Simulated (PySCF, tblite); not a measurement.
**phosphanide (PH₂−): isotopologues and vibrational averages**

How do isotopes change the rotational constants and shieldings of phosphanide (PH₂−) (`[PH2-]`)?

Programs: PySCF 2.14.0 with density-fitted response routines of our own, and tblite 0.8.0. All values are computed, except where a source is named. Atoms count from 0 throughout.

## (1) The molecule as given

3 atoms, charge -1, multiplicity 1; geometry from: force field or distance geometry start.

Bonds of the start (Å): P0–H1 1.43, P0–H2 1.40.

## (2) GFN2-xTB relaxation, lowest of a short conformer search

Job settings and geometry (Å):

```
{"job": {"xc": "GFN2-xTB", "basis": "xTB", "kind": "relax"}, "charge": -1, "multiplicity": 1}
P      0.032400     0.538700    -0.010600
H     -1.148900    -0.258200    -0.046000
H      1.162400    -0.290600     0.006400
```

Command:

```console
OMP_NUM_THREADS=1 python ens_run.py task.json out
```

One launch serves the whole session.

The log of the run:

```text
step      E/eV     max force
  0    -100.41512    1.617
  1    -100.47777    1.418
  2    -100.66476    2.314
  3    -100.73149    0.528
  4    -100.74218    0.227
  5    -100.74405    0.019
  6    -100.74406    0.006
  7    -100.74406    0.000
```

Run time: 0.04 s. Hardware: 1 thread of Arm Neoverse V1, shared host.

Gain 0.329 eV; displacement 0.17 Å root mean square.

## (3) Tight optimisation and Hessian

Job settings and geometry (Å):

```
{"job": {"xc": "B3LYP", "basis": "pcSseg-2", "grid": 2, "temperatures": [400, 700], "kind": "geom"}, "charge": -1, "multiplicity": 1}
P      0.024561     0.624115    -0.009831
H     -0.948632    -0.302761    -0.041935
H      0.969994    -0.331506     0.001552
```

The log of the run:

```text
step   0  E = -9322.0473538 eV  max force = 2.79619
step   1  E = -9322.2275093 eV  max force = 0.21284
step   2  E = -9322.2286156 eV  max force = 0.04652
step   3  E = -9322.2286701 eV  max force = 0.00075
step   4  E = -9322.2286701 eV  max force = 0.00075
step   5  E = -9322.2286701 eV  max force = 0.00012
harmonic wavenumbers (cm-1): 1091.0 2245.2 2246.1
```

It took 17 s on 1 thread of Arm Neoverse V1, shared host; peak memory 0.33 GiB.

## (4) Displacements along the modes, parent

Job settings and geometry (Å):

```
{"job": {"xc": "B3LYP", "basis": "pcSseg-2", "grid": 2, "temperatures": [400, 700], "kind": "vib", "mass_numbers": [31, 1, 1]}, "charge": -1, "multiplicity": 1}
P      0.025118     0.662303    -0.009411
H     -1.021302    -0.320767    -0.043786
H      1.042108    -0.351688     0.002983
```

The log of the run:

```text
mode    cm-1    km/mol   phi_rrr   E(+)/cm-1  E(-)/cm-1
  1   1090.96    36.84      46.4     197.95     194.58
  2   2245.23   380.58       3.0     406.00     405.78
  3   2246.14   320.32   -1006.8     370.09     442.44
```

Wall time 6.4 s (1 thread of Arm Neoverse V1, shared host); peak memory 0.34 GiB.

## (5) Displacements along the modes, 2H at atom 1

Job settings and geometry (Å):

```
{"job": {"xc": "B3LYP", "basis": "pcSseg-2", "grid": 2, "temperatures": [400, 700], "kind": "vib", "mass_numbers": [31, 2, 1]}, "charge": -1, "multiplicity": 1}
P      0.025118     0.662303    -0.009411
H     -1.021302    -0.320767    -0.043786
H      1.042108    -0.351688     0.002983
```

The log of the run:

```text
mode    cm-1    km/mol   phi_rrr   E(+)/cm-1  E(-)/cm-1
  1    950.01    24.70     -36.8     169.75     172.45
  2   1612.75   164.60    -867.5     261.10     323.41
  3   2245.52   351.70    1428.3     459.31     356.85
```

Run time: 6.5 s. Hardware: 1 thread of Arm Neoverse V1, shared host; peak memory 0.34 GiB.

## (6) Displacements along the modes, 2H at atom 1, 2H at atom 2

Job settings and geometry (Å):

```
{"job": {"xc": "B3LYP", "basis": "pcSseg-2", "grid": 2, "temperatures": [400, 700], "kind": "vib", "mass_numbers": [31, 2, 2]}, "charge": -1, "multiplicity": 1}
P      0.025118     0.662303    -0.009411
H     -1.021302    -0.320767    -0.043786
H      1.042108    -0.351688     0.002983
```

The log of the run:

```text
mode    cm-1    km/mol   phi_rrr   E(+)/cm-1  E(-)/cm-1
  1    783.82    13.05     -26.4     140.08     142.00
  2   1611.35   153.44    -610.4     269.09     312.98
  3   1613.80   178.11       0.4     291.33     291.31
```

Wall time 6.4 s (1 thread of Arm Neoverse V1, shared host); peak memory 0.34 GiB.

## (7) Vibrational averages by isotopologue

Job settings and geometry (Å):

```
{"job": {"xc": "B3LYP", "basis": "pcSseg-2", "grid": 2, "temperatures": [400, 700], "kind": "iso"}, "charge": -1, "multiplicity": 1}
P      0.025118     0.662303    -0.009411
H     -1.021302    -0.320767    -0.043786
H      1.042108    -0.351688     0.002983
```

The log of the run:

```text
parent
  Be/MHz 267739.746 235380.362 125259.709
  B0/MHz 266851.334 234532.071 122601.246
  ZPE/cm-1 2791.2
  <sigma>(0 K)/ppm 617.747 32.965 32.965
2H at atom 1
  Be/MHz 253160.129 128363.267 85175.54
  B0/MHz 252078.942 127987.063 83708.401
  ZPE/cm-1 2404.1
  <sigma>(0 K)/ppm 622.315 33.002 33.031
2H at atom 1, 2H at atom 2
  Be/MHz 142145.931 117780.652 64410.651
  B0/MHz 141808.87 117478.865 63433.178
  ZPE/cm-1 2004.5
  <sigma>(0 K)/ppm 627.114 33.073 33.073
```

It took 38 s on 1 thread of Arm Neoverse V1, shared host; peak memory 0.34 GiB. This counts the whole study up to here.

Rotational constants (MHz) at equilibrium and in the ground state:

```tsv
isotopologue	Be	B0	zero-point change (cm⁻¹)
parent	267739.7, 235380.4, 125259.7	266851.3, 234532.1, 122601.2	0.0
2H at atom 1	253160.1, 128363.3, 85175.5	252078.9, 127987.1, 83708.4	-387.0
2H at atom 1, 2H at atom 2	142145.9, 117780.7, 64410.7	141808.9, 117478.9, 63433.2	-786.7
```

Shieldings of the first species (ppm): at equilibrium, the vibrational parts at 0 K, and the averages:

```tsv
atom	equilibrium	anharmonic	harmonic	0 K	400 K	700 K
P0	650.86	-18.77	-14.34	617.75	615.75	613.64
H1	33.35	-0.33	-0.05	32.97	32.93	32.88
H2	33.35	-0.33	-0.05	32.97	32.93	32.88
```

Isotope effects on the shieldings at 0 K (ppb; positive means more shielded):

```tsv
atom	2H at atom 1	2H at atom 1, 2H at atom 2
P0	4568	9367
H1	37	108
H2	66	108
```

## (8) Outcome

| quantity | value |
| --- | --- |
| point group | C2v |
| B0 of the first species | 266851.3, 234532.1, 122601.2 MHz |
| zero-point energy | 2791 cm⁻¹ |
| zero-point change of σ(P0) | -33.11 ppm |

In words: Zero-point motion changes the shielding of P0 most, by -33.11 ppm. The largest secondary isotope effect is 9367 ppb on P0, 1 bond from the change (2H at atom 1, 2H at atom 2).
